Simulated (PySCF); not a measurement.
Molfile (atoms numbered from 1):
```
C5H8O
     RDKit          3D

 14 13  0  0  0  0  0  0  0  0999 V2000
    2.4046    0.6449   -0.4435 C   0  0  0  0  0  0  0  0  0  0  0  0
    1.2595    0.3969   -0.1358 C   0  0  0  0  0  0  0  0  0  0  0  0
   -0.1504    0.1356    0.2197 C   0  0  0  0  0  0  0  0  0  0  0  0
   -1.0052    0.1512   -1.0508 C   0  0  0  0  0  0  0  0  0  0  0  0
   -0.2712   -1.1988    0.9473 C   0  0  0  0  0  0  0  0  0  0  0  0
   -0.6087    1.1143    1.1330 O   0  0  0  0  0  0  0  0  0  0  0  0
    3.4232    0.8620   -0.7074 H   0  0  0  0  0  0  0  0  0  0  0  0
   -0.9241    1.1252   -1.5575 H   0  0  0  0  0  0  0  0  0  0  0  0
   -0.6855   -0.6266   -1.7594 H   0  0  0  0  0  0  0  0  0  0  0  0
   -2.0575   -0.0176   -0.7788 H   0  0  0  0  0  0  0  0  0  0  0  0
   -1.3242   -1.3642    1.2185 H   0  0  0  0  0  0  0  0  0  0  0  0
    0.0746   -2.0263    0.3131 H   0  0  0  0  0  0  0  0  0  0  0  0
    0.3276   -1.1757    1.8678 H   0  0  0  0  0  0  0  0  0  0  0  0
   -0.4627    1.9791    0.7335 H   0  0  0  0  0  0  0  0  0  0  0  0
  1  2  3  0
  2  3  1  0
  3  4  1  0
  3  5  1  0
  3  6  1  0
  1  7  1  0
  4  8  1  0
  4  9  1  0
  4 10  1  0
  5 11  1  0
  5 12  1  0
  5 13  1  0
  6 14  1  0
M  END
```

[PySCF 2.14: NMR shieldings at HF/pcSseg-2/GIAO; structure optimised with PBE0-D3(BJ)/def2-SVP; non-relativistic; no solvent; equivalent nuclei averaged; one computed conformer]

Shifts are taken against calculated references (same method and geometry level): TMS for 13C and 1H; 17O vs H2O.

```csv
atoms,nucleus,count,δ (ppm)
C3,13C,1,58.5
H7,1H,1,2.71
C1,13C,1,80.5
C4/C5,13C,2,?
C2,13C,1,91.2
O6,17O,1,72.7
H8/H9/H10/H11/H12/H13,1H,6,?
H14,1H,1,1.00
```

**Question.** Estimate the values marked ?.

**Answer.** 
- C4/C5: 32.0 ppm, methyl carbon; aliphatic region, no heteroatom directly attached
- H8/H9/H10/H11/H12/H13: 1.38 ppm, hydrogen on a methyl carbon

OH/NH shifts are gas-phase values; hydrogen bonding in solution moves them, usually downfield. Shifts are as computed, not scaled to solution data. Of 1211 compounds with measured shifts, 218 miss one by over three times the rms of a fit or turn the order of signals round; such compounds aren't used in these exercises. Experimental scales use liquid or dissolved standards, which lie at an offset from isolated H2O (liquid H2O: subtract about 36 ppm).
